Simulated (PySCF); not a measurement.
Molecule: `N#C[C-](F)C#N`, [C3FN2]-.

Geometry (Å), atoms numbered from 1 in this order:
```xyz
6

N    -2.2222   -0.8346   -0.0532
C    -1.2032   -0.2688   -0.0518
C     0.0008    0.3745   -0.0478
F    -0.0008    1.7832   -0.2051
C     1.2048   -0.2507    0.1033
N     2.2238   -0.8016    0.2331
```

Total charge -1.

Frames of a GFN2-xTB Langevin trajectory at 600 K; GIAO PBE0/pcSseg-1 shieldings in PySCF 2.14, gas phase, non-relativistic; equivalent atoms averaged within each frame.

δ = σ(ref) − σ, references computed at the same level: NH3 for ¹⁵N (σ = 267.73 ppm); TMS for ¹³C (σ = 186.93 ppm); CFCl3 for ¹⁹F (σ = 170.95 ppm). The references are static minima.

How do the shifts (ppm) fluctuate along the trajectory?

Answers


```tsv
time (fs)	N1/N6	C2/C5	C3	F4
optimised geometry	384.1	134.5	121.1	-355.1
250	363.8	132.9	115.7	-343.3
425	381.9	133.5	128.5	-348.0
625	392.0	132.3	139.0	-342.0
800	357.4	130.8	115.6	-334.4
1000	382.2	134.9	107.0	-358.2
mean of frames	375.5	132.9	121.1	-345.2
standard deviation	14.4	1.5	12.6	8.8
```

5 frames give an uncertainty of the mean of about the standard deviation over 2.2 at best, since frames this close in time may not be independent; classical motion lacks zero-point vibration, and the reference would need the same averaging.
